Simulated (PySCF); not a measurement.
## Calculated NMR parameters of 1-pentene

```
Formula                               : C5H10
SMILES                                : C=CCCC
InChI                                 : InChI=1S/C5H10/c1-3-5-4-2/h3H,1,4-5H2,2H3
Point group of the computed structure : C1
Degrees of unsaturation               : 1
Carbon signals                        : 5
Proton signals                        : 6
```

Molfile (atoms numbered from 1):
```
C5H10
     RDKit          3D

 15 14  0  0  0  0  0  0  0  0999 V2000
    2.4531    0.9072    0.2891 C   0  0  0  0  0  0  0  0  0  0  0  0
    1.6218   -0.0533   -0.0672 C   0  0  0  0  0  0  0  0  0  0  0  0
    0.2725   -0.2745    0.5363 C   0  0  0  0  0  0  0  0  0  0  0  0
   -0.8386   -0.1156   -0.5065 C   0  0  0  0  0  0  0  0  0  0  0  0
   -2.2154   -0.3483    0.1020 C   0  0  0  0  0  0  0  0  0  0  0  0
    2.2052    1.6084    1.0695 H   0  0  0  0  0  0  0  0  0  0  0  0
    3.4159    1.0343   -0.1759 H   0  0  0  0  0  0  0  0  0  0  0  0
    1.8922   -0.7426   -0.8573 H   0  0  0  0  0  0  0  0  0  0  0  0
    0.1099    0.4330    1.3519 H   0  0  0  0  0  0  0  0  0  0  0  0
    0.2245   -1.2870    0.9487 H   0  0  0  0  0  0  0  0  0  0  0  0
   -0.7905    0.8907   -0.9287 H   0  0  0  0  0  0  0  0  0  0  0  0
   -0.6743   -0.8251   -1.3207 H   0  0  0  0  0  0  0  0  0  0  0  0
   -2.4030    0.3632    0.9032 H   0  0  0  0  0  0  0  0  0  0  0  0
   -2.9921   -0.2296   -0.6500 H   0  0  0  0  0  0  0  0  0  0  0  0
   -2.2858   -1.3529    0.5140 H   0  0  0  0  0  0  0  0  0  0  0  0
  1  2  2  0
  2  3  1  0
  3  4  1  0
  4  5  1  0
  1  6  1  0
  1  7  1  0
  2  8  1  0
  3  9  1  0
  3 10  1  0
  4 11  1  0
  4 12  1  0
  5 13  1  0
  5 14  1  0
  5 15  1  0
M  END
```

- GIAO PBE0/pcSseg-1 shieldings
- GFN2-xTB geometry
- program: PySCF 2.14.0 with density-fitted response routines
- one computed conformer, no solvent, averaged over atoms made equivalent by symmetry, fast rotation or ring inversion, non-relativistic Hamiltonian

References, each an isolated molecule treated in the same way: ¹H and ¹³C against TMS.

| carbon | δC, type | δH (multiplicity) | HMBC from (2–3 bonds) | span of the C tensor (ppm) |
| --- | --- | --- | --- | --- |
| C1 | 120.2, CH2 | H6 5.37 (m); H7 5.20 (m) | H8, H9/H10 | 201 |
| C2 | 148.9, CH | 6.20 (m) | H6, H7, H9/H10, H11/H12 | 242 |
| C3 | 43.8, CH2 | 2.02 (m) | H8, H6, H7, H11/H12, H13/H14/H15 | 40 |
| C4 | 29.0, CH2 | 1.36 (m) | H8, H9/H10, H13/H14/H15 | 24 |
| C5 | 17.3, CH3 | 1.07 (t) | H9/H10, H11/H12 | 28 |

- Carbon types of the structure: 1 × CH, 3 × CH2, 1 × CH3, which accounts for all hydrogens.
- δC 148.9: alkene CH; as expected for a trigonal carbon in a double bond.
- δC 120.2: terminal =CH2 carbon; an sp2 carbon of a C=C bond.
- δC 43.8: allylic sp3 CH2; saturated and bonded to C and H only.
- δH 5.37, 5.20: hydrogen on a terminal =CH2 carbon; a vinylic proton, deshielded by the sp2 carbon and the C=C anisotropy.
- δH 1.07: hydrogen on a methyl carbon; far from electronegative atoms and π systems.

Shifts are as computed. Against solution values, carbons near 30 ppm lie about +3 ppm off and those near 130 ppm about +5 ppm. Of 246 compounds with measured shifts, 49 miss one by over three times the rms of a fit or turn the order of signals round; such compounds aren't used in these exercises. No couplings were computed; multiplicities are counted from neighbouring protons, with m where these are inequivalent, close in shift, in a saturated or five-membered ring or joined by F or P, and br s for small geminal =CH2 splittings.
